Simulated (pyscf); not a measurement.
Structures and frequencies: ωB97X-D3(BJ)/def2-SVP in PySCF.

SMILES: CCNC
```xyz
13

C     -1.2843    -0.5561    -2.1733
C     -1.2719    -0.9992    -0.7055
N     -0.6931    -0.0634     0.2447
C      0.7214     0.2052     0.0756
H     -1.7764    -1.3111    -2.8075
H     -1.8350     0.3928    -2.2919
H     -0.2660    -0.4054    -2.5658
H     -0.7232    -1.9540    -0.6144
H     -2.3053    -1.2129    -0.3822
H     -1.2223     0.8060     0.2480
H      1.0073     0.6659    -0.8939
H      1.2875    -0.7373     0.1692
H      1.0710     0.8747     0.8777
```
Charge 0, spin multiplicity 1.

### Question
What is the homolytic dissociation enthalpy (298 K, ωB97M-D3(BJ)/def2-TZVP) of the C–C bond of H₃C–CH₂–NH–CH₃, to CH₃• + •H₂C–NH–CH₃?

### Answer
C–C to CH₃• + •H₂C–NH–CH₃: 80.3 kcal/mol. The 7 functionals that were run give +72.0 (r²SCAN) to +81.2 kcal/mol (M06-2X). H₃C–CH₂–NH–CH₃ lies 9.7 kcal/mol over its isomer H₃C–CH(CH₃)–NH₂ (electronic energy, ωB97M-D3(BJ)/def2-TZVP). •H₂C–NH–CH₃ lies 8.4 kcal/mol over its isomer H₃C–CH•–NH₂ (electronic energy, ωB97M-D3(BJ)/def2-TZVP).
